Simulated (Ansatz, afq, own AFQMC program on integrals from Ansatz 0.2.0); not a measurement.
## Breaking Ge5–H13 in C$_{3}$H$_{8}$GeO, singlet

```xyz
13

C    -1.3307   -0.6657   -0.2132
C    -0.0713    0.0000    0.3143
C     1.1205   -0.9416    0.3375
O     0.2395    1.1054   -0.5152
Ge    0.3097    2.7807    0.1077
H    -2.1745    0.0404   -0.2056
H    -1.1759   -1.0009   -1.2505
H    -1.6035   -1.5377    0.4005
H    -0.2645    0.3518    1.3504
H     2.0091   -0.4322    0.7395
H     1.3546   -1.2808   -0.6834
H     0.9153   -1.8242    0.9624
H     0.6920    3.3701   -1.3296
```

Products: C3H7GeO (doublet; CH3–CH(–CH3)–O–Ge) and H (doublet), each relaxed with PBE0/def2-SVP like the molecule; electronic energies without zero-point terms. Determinants: RHF, UHF and UHF in that order.

Basis def2-SVP. Only valence electrons are correlated. Ansatz 0.2.0 and our own AFQMC program on the same integrals; the CISD trial comes from CCSD amplitudes, and released means the phaseless constraint is let go. ± is one standard error of the sampling. No spin–orbit coupling. The errors of all members are added in quadrature.

No full CI on the walks' own integrals is used here. The released AFQMC energy serves as the reference, which it does only where one determinant dominates, the energy is flat over the last release times and near the phaseless one (40 meV or 2 meV an electron, half that with transition metals). On small molecules, where full CI could be run and the noise was under 10 meV, such values lay within 10 meV of it in 19 cases of 20, a flattering rate, since the rule was set on those same cases; what remains of the bias isn't in the error bar. Each member takes its own surest rung, up to full CI.

The best estimate is CCSD(T) at the basis-set limit (CBS: def2-TZVPP and def2-QZVPP, with their diffuse functions for anions and beside diffuse sets, MP2 extrapolated, CCSD(T) minus MP2 from TZVPP) plus the step from CCSD(T) to AFQMC with the constraint released in def2-SVP. Rows without CBS are in def2-SVP, the functionals in def2-TZVP; B2PLYP and the wave-function rows carry a basis error of their own. Core correlation and relativity beyond core potentials are missing, and ± holds the sampling alone.

Cautions: inner d shell frozen; no relativity below Rb; no spin-orbit coupling; C₃H₈GeO (singlet): the released value is read at 0.63 1/Eh with a noise of 13 meV, more than in the cases checked, later times being too noisy (meV from the phaseless value at times in 1/Eh: -22 ± 13 at 0.21, -28 ± 12 at 0.42, -16 ± 13 at 0.63, -25 ± 18 at 0.90); C₃H₇GeO (doublet): the released value is read at 0.90 1/Eh with a noise of 19 meV, more than in the cases checked (meV from the phaseless value at times in 1/Eh: 3 ± 12 at 0.21, 11 ± 11 at 0.42, 14 ± 14 at 0.63, 4 ± 19 at 0.90).

```tsv
level	bond energy (eV)
r2SCAN	3.045
PBE0	2.993
B2PLYP	3.031
```

Question: From these cheaper values, estimate the bond energy at the level of the best estimate.

Answer: 3.164 ± 0.023 eV (best estimate, highest rung released AFQMC).

```json
{"level": "HF", "bond energy (eV)": "2.220", "error against the best estimate (eV)": "-0.944 ± 0.023"}
{"level": "MP2", "bond energy (eV)": "2.842", "error against the best estimate (eV)": "-0.322 ± 0.023"}
{"level": "CCSD", "bond energy (eV)": "2.966", "error against the best estimate (eV)": "-0.197 ± 0.023"}
{"level": "CCSD(T)", "bond energy (eV)": "2.979", "error against the best estimate (eV)": "-0.184 ± 0.023"}
{"level": "ph-AFQMC/CISD", "bond energy (eV)": "2.963 ± 0.013", "error against the best estimate (eV)": "-0.201 ± 0.026"}
{"level": "released AFQMC", "bond energy (eV)": "2.983 ± 0.023", "error against the best estimate (eV)": "-0.181"}
{"level": "HF/CBS", "bond energy (eV)": "2.204", "error against the best estimate (eV)": "-0.960 ± 0.023"}
{"level": "MP2/CBS", "bond energy (eV)": "3.028", "error against the best estimate (eV)": "-0.135 ± 0.023"}
{"level": "CCSD(T)/CBS", "bond energy (eV)": "3.160", "error against the best estimate (eV)": "-0.004 ± 0.023"}
{"level": "PBE", "bond energy (eV)": "3.005", "error against the best estimate (eV)": "-0.158 ± 0.023"}
{"level": "B3LYP", "bond energy (eV)": "3.087", "error against the best estimate (eV)": "-0.077 ± 0.023"}
{"level": "wB97M-V", "bond energy (eV)": "3.121", "error against the best estimate (eV)": "-0.042 ± 0.023"}
```

Correlation beyond CCSD(T) changes it by less than twice the noise. Going to the basis-set limit adds 0.181 eV at CCSD(T). The perturbative (T) step is worth +0.013 eV.

Best estimates are given only where the step beyond CCSD(T) is under 0.3 eV and no member's determinant is very poor (T1 over 0.05, or 0.07 for open shells, ⟨S²⟩ too high by 0.3, two states mixed), so the hardest cases are missing from such tables.

The functionals ran in a triple-zeta set and keep a basis error of their own, a few kJ/mol for each bond in atomization energies and more for double hybrids, so close places among them and the extrapolated levels can swap.

Each member of a difference takes its own highest rung, so a best estimate needn't equal the limit plus the step of one row. Released energies are given only where the last usable release times agree within the noise; a slower fall can still hide under it.
